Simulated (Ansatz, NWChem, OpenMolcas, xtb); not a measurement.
**Loss of H2: C3H3N → C3HN + H2**

Gas-phase species: C3H3N (Z-propargylimine) `[H]/N=C\C#C`, singlet; C3HN (cyanoacetylene) `C#CC#N`, singlet; H2 (hydrogen), singlet. This is a balance of energies; it says nothing on the path, which may need atoms to shift.

Shapes, held fixed at every level: PBE0-D4/def2-TZVP. Programs: Ansatz 0.2.0, NWChem 7.3.0, OpenMolcas 26.06, xtb 6.7.1. Electronic energies: no zero-point or thermal term.

```tsv
level	kind	ΔE (kJ/mol)
GFN2-xTB	semi-empirical	+121.4
HF/STO-3G	Hartree–Fock	+70.7
HF/3-21G	Hartree–Fock	+36.8
HF/def2-SVP	Hartree–Fock	+83.5
B3LYP/6-31G* (spherical functions)	global hybrid	+68.0
PBE0/def2-SVP	global hybrid	+101.4
```

PBE0/def2-SVP gives ΔE = +101.4 kJ/mol; the levels span +36.8 to +121.4. The median of the levels is +77.1. No measured value is set beside it here. PBE0/def2-SVP lies outside the range of the other correlated levels here, so it shouldn't be taken on trust. Rows in sets without polarisation functions are far from converged.
